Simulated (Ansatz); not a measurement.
AlH$_{4}$N (`[NH2][AlH2]`), 6 atoms. Total charge 0; spin multiplicity 1. Hardware: A = 2 threads of a server CPU on a shared host; B = 2 threads of an AMD EPYC 7R13 on a shared host and a share of an NVIDIA H100 80 GB. Correlated methods freeze the cores. Open-shell runs search over several starts.

**Question.** How many basis functions does each run have, and how long does it take in Ansatz? RKS PBE0-D4/def2-SVP energy [A]; RHF-CCSD(T)/def2-TZVPP energy [A]; UKS ωB97M-V/def2-TZVPP energy of the cation [A]; UKS PBE0-D4/def2-TZVPP energy of the cation [A]; RHF-CCSD(T)/def2-QZVPP energy [A]; UHF-CCSD(T)/def2-QZVPP energy of the cation [B]; RKS ωB97M-V/def2-QZVPP energy [A]; UKS ωB97X-V/def2-TZVPP energy of the cation [A]; UKS r2SCAN-D4/def2-TZVPP energy of the cation [A]; UKS B2PLYP (frozen core)/def2-TZVPP energy of the cation [A]; RHF-CCSD(T)/cc-pV(D+d)Z energy [A]; UHF-CCSD(T)/def2-TZVPP energy of the cation [A]. (Estimate.)

**Answer.** Ansatz gave: Other jobs shared the machine, so times are rough.

```tsv
level	job	functions	wall time	peak host memory (GiB)
RKS PBE0-D4/def2-SVP	energy [A]	52	0.78 s	0.28
RHF-CCSD(T)/cc-pV(D+d)Z	energy [A]	57	1 s	0.28
RHF-CCSD(T)/def2-TZVPP	energy [A]	129	8 s	0.61
UKS B2PLYP (frozen core)/def2-TZVPP	energy of the cation [A]	129	11 s	0.32
RKS ωB97M-V/def2-QZVPP	energy [A]	247	13 s	0.61
UKS PBE0-D4/def2-TZVPP	energy of the cation [A]	129	15 s	0.28
UHF-CCSD(T)/def2-QZVPP	energy of the cation [B]	247	18 s	1.1
UKS r2SCAN-D4/def2-TZVPP	energy of the cation [A]	129	21 s	0.28
UKS ωB97X-V/def2-TZVPP	energy of the cation [A]	129	21 s	0.33
UKS ωB97M-V/def2-TZVPP	energy of the cation [A]	129	24 s	0.41
UHF-CCSD(T)/def2-TZVPP	energy of the cation [A]	129	26 s	1.3
RHF-CCSD(T)/def2-QZVPP	energy [A]	247	77 s	4.9
```
